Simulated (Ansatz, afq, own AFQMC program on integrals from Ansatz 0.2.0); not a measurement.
**CH, quartet: AFQMC among the cluster methods**

```xyz
2

C     0.0000    0.0000    0.0000
H     0.0000    0.0000    1.1225
```

Basis cc-pVTZ. Only valence electrons are correlated. Ansatz 0.2.0 and our own AFQMC program on the same integrals; the CISD trial comes from CCSD amplitudes, and released means the phaseless constraint is let go. ± is one standard error of the sampling.

Determinant: UHF, the one that the program's search chose, which needn't be the lowest solution. The geometry is a PBE0/def2-TZVP stationary point of this or a neighbouring charge and spin state.

Full CI on the same integrals is exact in this basis and with this determinant's frozen core.

Cautions: another spin lies lower (by 704 meV).

* T1 diagnostic: 0.0210
* weight of the determinant in the CISD state: 0.955
* ⟨S²⟩ of the determinant: 3.754
* size of the correlated space: 5 electrons in 43 orbitals

Reference: full CI, correlation energy -2.656 eV. The released energy is read at 2.40 1/Eh (meV from the phaseless value at times in 1/Eh: -1.8 ± 0.7 at 0.24, -1.4 ± 0.5 at 0.51, -2.3 ± 0.4 at 0.99, -2.3 ± 0.5 at 1.62, -2.5 ± 0.4 at 2.40).

| level | E − E(reference) (meV) | share of correlation (%) |
| --- | --- | --- |
| HF | 2655.9 | 0.00 |
| MP2 | 512.2 | 80.71 |
| CCSD | 78.1 | 97.06 |
| CCSD(T) | 13.7 | 99.49 |
| CCSDT | 1.4 | 99.95 |
| CCSDT(Q) | 0.2 | 99.99 |
| CCSDTQ | 0.0 | 100.00 |
| ph-AFQMC/CISD | 2.8 ± 0.6 | 99.89 |
| released AFQMC | 0.3 ± 0.4 | 99.99 |

CCSDT and higher add their correlation energy to the determinant of the CCSD(T) run, since their own runs factorise the integrals more tightly (a shift of under 2 meV). A walk keeps the symmetry of its determinant, which the program's search chose and which needn't be the lowest solution, so a lower state of the same spin and another symmetry isn't excluded. Released energies are given only where the last usable release times agree within the noise; a slower fall can still hide under it.
